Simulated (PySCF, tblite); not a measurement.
Energy landscape of H₃ (cation, charge +1), singlet: collinear H-H-H surface. Scanned: first H-H distance and second H-H distance.

Computed with: GFN2-xTB, 300 K electronic temperature (tblite); RHF/aug-cc-pVDZ (PySCF); PBE0/aug-cc-pVDZ (PySCF); CAM-B3LYP/aug-cc-pVDZ (PySCF); MP2 on RHF/aug-cc-pVDZ (PySCF); CCSD on RHF/aug-cc-pVDZ (PySCF); CCSD(T) on RHF/aug-cc-pVDZ (PySCF).

Energies in kJ/mol at chosen points (x: first H-H distance (Å); y: second H-H distance (Å)), relative to x = 0.87, y = 0.87:

| method | (0.74, 0.87) | (2.15, 0.94) | (1.22, 0.87) | (1.11, 0.74) | (0.94, 1.22) | (2.15, 1.55) | (2.15, 0.74) |
|---|---|---|---|---|---|---|---|
| GFN2-xTB | 37.1 | 209.2 | 31.8 | 42.2 | 30.5 | 344.2 | 228.2 |
| RHF | 5.3 | 248.0 | 76.6 | 52.1 | 88.5 | 479.5 | 215.4 |
| PBE0 | 11.3 | 231.9 | 66.9 | 51.9 | 74.9 | 413.3 | 221.6 |
| CAM-B3LYP | 11.6 | 234.2 | 66.3 | 51.2 | 74.5 | 425.5 | 220.3 |
| MP2 | 8.4 | 253.2 | 73.7 | 53.9 | 83.0 | 440.6 | 231.1 |
| CCSD | 11.2 | 260.0 | 71.1 | 55.6 | 78.1 | 418.1 | 243.9 |
| CCSD(T) | 11.2 | 260.0 | 71.1 | 55.6 | 78.1 | 418.1 | 243.9 |
